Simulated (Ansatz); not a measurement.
# Two structures, one formula

Two isomers of BSiH5S, singlet, relaxed at PBE0-D4/def2-TZVP (vibrations not checked).

A:

B1  (-1.024, 0.939, -0.992)
S2  (-1.062, -0.747, -0.437)
Si3  (0.738, -0.775, 0.748)
H4  (-1.917, 1.294, -1.698)
H5  (-0.144, 1.680, -0.671)
H6  (0.637, 0.222, 1.842)
H7  (1.910, -0.473, -0.107)
H8  (0.862, -2.140, 1.316)
(Å)

B:

```
8
angstrom
Si -0.4475 0.7490 -0.6176
B 0.5626 -0.1062 0.8883
S 0.8066 -1.8440 1.0467
H -0.9616 -0.2698 -1.5773
H 0.4292 1.6940 -1.3653
H -1.6071 1.5255 -0.0948
H 1.0607 0.5259 1.7715
H 0.1571 -2.2744 -0.0515
```

Ansatz 0.2.0; basis: def2-TZVPP; cores frozen in the correlated methods. B3LYP uses VWN-RPA correlation.

Which structure is lower at CCSD(T), and by how much? (An estimate is asked for; the value comes from the calculation.)

The calculation gives: A, by 0.575 eV (electronic energy, against the other). By their contacts, A is BSiH₅S ([BH2][S][SiH3]) and B is BSiH₅S ([SiH3][BH][SH]).

All methods give the same order:

```csv
method,E(B) − E(A) (eV)
PBE-D4,0.493
r2SCAN-D4,0.565
PBE0-D4,0.542
B3LYP-D4,0.574
wB97M-V,0.614
HF,0.696
MP2,0.672
CCSD,0.582
CCSD(T),0.575
```

No T1 diagnostic of these runs exceeds 0.016.

Labels in which every atom is bracketed show which atoms are joined, not bond orders.
